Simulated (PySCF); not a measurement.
System (SMILES): C(=C)F.
Geometry (B3LYP-D3(BJ)/def2-TZVP, fixed):
```xyz
6

C      0.0048     0.4339    -0.0020
C      1.1838    -0.1536     0.0049
F     -1.1460    -0.2672    -0.0028
H     -0.1758     1.5010    -0.0077
H      1.2800    -1.2303     0.0104
H      2.0778     0.4520     0.0052
```

Basis-set convergence of the mean static polarisability at PBE with PySCF. All functions are spherical. Density fitting with generated auxiliary sets. In sets without p functions on hydrogen, species with hydrogen take exact integrals. No added dispersion term, no relativity. Reference: the value in d-aug-cc-pVTZ, 29.09 bohr³, itself unsure by roughly 0.5 % (its mean distance from aug-pcseg-2, aug-cc-pVTZ). Deviations are taken from unrounded values. Cost is core time over that of cc-pVDZ, rough, on shared machines of one kind; a dash marks a row that isn't timed (too short, read off another run, short of memory, by another algorithm or on other hardware).

```json
[
 {"basis": "pcseg-0", "functions": "33", "mean static polarisability (bohr³)": "19.36", "minus reference (%)": "-33.5", "cost": "-"},
 {"basis": "def2-SV(P)", "functions": "48", "mean static polarisability (bohr³)": "21.06", "minus reference (%)": "-27.6", "cost": "-"},
 {"basis": "cc-pVDZ", "functions": "57", "mean static polarisability (bohr³)": "21.59", "minus reference (%)": "-25.8", "cost": "1×"},
 {"basis": "def2-SVP", "functions": "57", "mean static polarisability (bohr³)": "21.53", "minus reference (%)": "-26.0", "cost": "1×"},
 {"basis": "pcseg-1", "functions": "57", "mean static polarisability (bohr³)": "21.93", "minus reference (%)": "-24.6", "cost": "1×"},
 {"basis": "def2-TZVP", "functions": "111", "mean static polarisability (bohr³)": "25.65", "minus reference (%)": "-11.8", "cost": "2×"},
 {"basis": "cc-pVTZ", "functions": "132", "mean static polarisability (bohr³)": "24.79", "minus reference (%)": "-14.8", "cost": "3×"},
 {"basis": "pcseg-2", "functions": "132", "mean static polarisability (bohr³)": "25.93", "minus reference (%)": "-10.9", "cost": "3×"},
 {"basis": "def2-TZVPP", "functions": "135", "mean static polarisability (bohr³)": "25.92", "minus reference (%)": "-10.9", "cost": "3×"},
 {"basis": "cc-pVQZ", "functions": "255", "mean static polarisability (bohr³)": "26.54", "minus reference (%)": "-8.7", "cost": "20×"},
 {"basis": "def2-QZVPP", "functions": "261", "mean static polarisability (bohr³)": "27.26", "minus reference (%)": "-6.3", "cost": "9×"},
 {"basis": "pcseg-3", "functions": "279", "mean static polarisability (bohr³)": "28.25", "minus reference (%)": "-2.9", "cost": "10×"}
]
```

Of the sets listed that have larger relatives (same family, alike in diffuse functions), none stays within 5 % of the reference together with them. Inside, with no larger relative to test it: pcseg-3.
